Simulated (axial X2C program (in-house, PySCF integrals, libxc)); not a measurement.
## SiC⁺: properties at the nuclei

Computed with an axial X2C code built on PySCF integrals: two-component X2C with atomic mean-field Coulomb and Gaunt terms, Gaussian nuclei, basis Si dyall-v3z, C dyall-v3z with contracted cores.

R = 1.826 Å (near the PBE0 minimum at charge 1 of the determinant lowest at the starting distance; the state shown can have its own minimum elsewhere).

Determinant lowest in the PBE0 search, Ω = 3/2 (⟨Sz⟩ = 1.50, ⟨Lz⟩ = 0.00 at PBE0), spin on the atoms Si 0.40, C 1.10:

| level | Eeff magnitude (GV/cm) | Ws magnitude Si (kHz) | Ws magnitude C (kHz) | A∥/gI Si (MHz) | qzz Si (a.u.) | A∥/gI C (MHz) | qzz C (a.u.) |
| --- | --- | --- | --- | --- | --- | --- | --- |
| PBE0 | 0.0117 | 0.00769 | 0.0052 | -33 | -1.48 | 96.4 | -0.19 |
| HF | 0.0269 | 0.00089 | 0.00662 | -23.8 | -2.02 | 184 | -0.13 |
| BHandHLYP | 0.0118 | 0.00797 | 0.00548 | -31 | -1.58 | 114 | -0.17 |
| PBE50 | 0.000897 | 0.00489 | 0.00568 | -37 | -1.62 | 113 | -0.16 |
| BP86 | 0.0288 | 0.0116 | 0.00466 | -14.2 | -1.32 | 86.4 | -0.24 |

Determinant 1.32 eV from it at PBE0 and this distance, Ω = 1/2 (⟨Sz⟩ = 0.50, ⟨Lz⟩ = 0.00 at PBE0), spin on the atoms Si 0.10, C 0.40:

| level | Eeff magnitude (GV/cm) | Ws magnitude Si (kHz) | Ws magnitude C (kHz) | A∥/gI Si (MHz) | qzz Si (a.u.) | A∥/gI C (MHz) | qzz C (a.u.) |
| --- | --- | --- | --- | --- | --- | --- | --- |
| PBE0 | 0.0624 | 0.0611 | 0.0134 | 56.5 | -1.14 | 228 | -0.33 |
| HF | 0.0365 | 0.0445 | 0.0176 | 56.8 | -1.30 | 231 | -0.36 |
| BHandHLYP | 0.0521 | 0.0544 | 0.015 | 22.1 | -1.25 | 255 | -0.33 |
| PBE50 | 0.0516 | 0.0538 | 0.0147 | 21.9 | -1.23 | 230 | -0.31 |
| BP86 | 0.0724 | 0.068 | 0.0121 | 129 | -1.05 | 232 | -0.37 |

Eeff is the effective electric field on the electron electric dipole moment in this Ω state and Ws the scalar–pseudoscalar constant of the nucleus named (defined with the proton number Z and per Ω); A∥ (defined per Ω) follows by multiplying with gI = μI/(I μN); qzz is the electric field gradient, eQq0 = 234.96 MHz × Q/barn × qzz. The operators were transformed with the bare-nucleus X2C matrices; with these basis sets, hyperfine constants and field gradients can be off by tens of per cent, and where levels differ in sign neither size nor sign is settled.

Each state is one determinant with collinear spin, which with several unpaired electrons need not be a pure state. Unrestricted Hartree–Fock can overshoot spin polarisation at the nuclei. In the state Ω = 3/2 the sign of Eeff differs between levels (HF, PBE50 against PBE0). This is the top spin component of a Σ state; components of lower Ω are not single determinants and can lie lower. With several open shells hyperfine constants can be off by a factor of several. Where Eeff spreads by more than a factor of two the levels disagree and none is to be relied on. The search compared states at one distance, so a state with another bond length can lie lower. The sign of Ws at Si differs between levels in the first state. Further determinants of the search, some of them spin-mixed, are not shown. Where a field gradient or hyperfine factor spreads by more than a factor of two over the levels, a constant derived from it is not to be relied on. PBE0 term energies can be off by some tenths of an eV.
